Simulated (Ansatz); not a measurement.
Diamond was calculated with HSE06 in Ansatz (plane waves, PAW).

Numerical settings: plane-wave cutoff 500 eV, 6×8×1 k mesh (along the axes of the cell as run), gaussian smearing 0.02 eV, scalar-relativistic PAW data made under PBE.

The cell is the one relaxed with r²SCAN.

Task: Predict the surface energy of the (110) face and ionisation potential of the slab.

Result: 
- surface energy of the (110) face: 5.93 J/m²
- ionisation potential of the slab: 5.68 eV

The slab of 16 atoms is relaxed and unreconstructed.

Ansatz is a first-principles code.
